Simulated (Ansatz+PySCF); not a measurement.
Values are calculated unless marked as measured or tabulated.
Input for PySCF 2.14.0:

```python
from pyscf import gto, scf, mp

# the (T+d) and (D+d) sets load through basis_set_exchange
mol = gto.M(atom="""
B 0.001630 0.003310 -0.009300
Cl 0.004730 1.731840 -0.008080
Cl 1.494320 -0.872880 0.000040
Cl -1.510900 -0.863090 0.003780
""", basis={'B': 'cc-pvtz', 'Cl': 'cc-pv(t+d)z'}, charge=1, spin=1)
mf = scf.UHF(mol)
mf.kernel()
pt = mp.MP2(mf, frozen=16).run()
print(mf.e_tot, pt.e_corr, pt.e_tot)
```

The script is written out from the run's settings.

The run gave:

```json
{
  "Converged": "yes",
  "Reference energy": "-1402.94820 hartree",
  "Correlation energy": "-0.66064 hartree",
  "Total energy": "-1403.60884 hartree",
  "Spin squared of the determinant": "0.780"
}
```

Messages of the program:
```
WARN: HOMO -0.403566776236682 >= LUMO -0.403566776236682
WARN: HOMO -0.403566776236682 >= LUMO -0.403566776236682
```

The reference isn't the lowest determinant (another lies 0.50 eV lower), but the same method gives a higher total on the lower determinant. Caution: MP2 on this radical cation hangs on the determinant chosen.
